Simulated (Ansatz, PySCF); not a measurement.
Gas-phase enthalpy of formation at 298 K, by the atomisation route, of CCS (SMILES; C2H6S, ethanethiol). Geometries: B3LYP-D3(BJ)/def2-TZVP minima from Ansatz (a quantum-chemistry and plane-wave program), one conformer each, not searched for the lowest. Cores are frozen in the correlated levels unless marked. Open shells are spin-unrestricted. Spin-orbit coupling is left out. Non-relativistic. Basis-set limits of correlation are two-point, X^-3; Hartree-Fock from the larger set. The bracket is a focal-point correction in the basis named. Thermal terms are rigid-rotor harmonic-oscillator values from B3LYP-D3(BJ) frequencies (PySCF) at 298.15 K and 1 atm. 1 Eh = 627.5095 kcal/mol.

```json
[
 {"species": "CCS", "count": "1", "E, RI-MP2/CBS(aug-cc-pV(T+d)Z,aug-cc-pV(Q+d)Z)+[CCSD(T)-MP2]/aug-cc-pV(T+d)Z (Ansatz) (Eh)": "-477.48663", "E, PBE/def2-TZVPD (Ansatz) (Eh)": "-477.76626", "measured ΔHf at 0 K (kcal/mol)": "-", "H(298) - H(0) of the element (kcal/mol)": "-"},
 {"species": "C atom", "count": "2", "E, RI-MP2/CBS(aug-cc-pV(T+d)Z,aug-cc-pV(Q+d)Z)+[CCSD(T)-MP2]/aug-cc-pV(T+d)Z (Ansatz) (Eh)": "-37.79159", "E, PBE/def2-TZVPD (Ansatz) (Eh)": "-37.79605", "measured ΔHf at 0 K (kcal/mol)": "169.98", "H(298) - H(0) of the element (kcal/mol)": "0.25"},
 {"species": "H atom", "count": "6", "E, RI-MP2/CBS(aug-cc-pV(T+d)Z,aug-cc-pV(Q+d)Z)+[CCSD(T)-MP2]/aug-cc-pV(T+d)Z (Ansatz) (Eh)": "-0.49995", "E, PBE/def2-TZVPD (Ansatz) (Eh)": "-0.49962", "measured ΔHf at 0 K (kcal/mol)": "51.63", "H(298) - H(0) of the element (kcal/mol)": "1.01"},
 {"species": "S atom", "count": "1", "E, RI-MP2/CBS(aug-cc-pV(T+d)Z,aug-cc-pV(Q+d)Z)+[CCSD(T)-MP2]/aug-cc-pV(T+d)Z (Ansatz) (Eh)": "-397.67698", "E, PBE/def2-TZVPD (Ansatz) (Eh)": "-397.93910", "measured ΔHf at 0 K (kcal/mol)": "65.66", "H(298) - H(0) of the element (kcal/mol)": "1.05"}
]
```

Molecule: zero-point energy 46.84, H(298) - H(0) 3.56 kcal/mol. The route leaves out scalar relativity and anharmonic zero-point terms, the atoms' spin-orbit terms, and in the frozen-core level the core correlation. Atomic data: G2/97 table in ASE.

Work out De, D0 and ΔHf at 0 and 298 K at both levels, and their errors against the measured value.


The atoms' values sum to 715.40 (0 K) and 7.61 (thermal), in kcal/mol.
- RI-MP2/CBS(aug-cc-pV(T+d)Z,aug-cc-pV(Q+d)Z)+[CCSD(T)-MP2]/aug-cc-pV(T+d)Z: De = 769.81; D0 = 769.81 - 46.84 = 722.97; ΔHf(0 K) = 715.40 - 722.97 = -7.57; ΔHf(298 K) = -7.57 + 3.56 - 7.61 = -11.62; error -0.5.
- PBE/def2-TZVPD: De = 776.44; D0 = 776.44 - 46.84 = 729.60; ΔHf(0 K) = 715.40 - 729.60 = -14.20; ΔHf(298 K) = -14.20 + 3.56 - 7.61 = -18.25; error -7.2.
Measured: -11.1 kcal/mol (G2/97 table in ASE (Curtiss et al.)). This is an older compilation, not checked against later work.
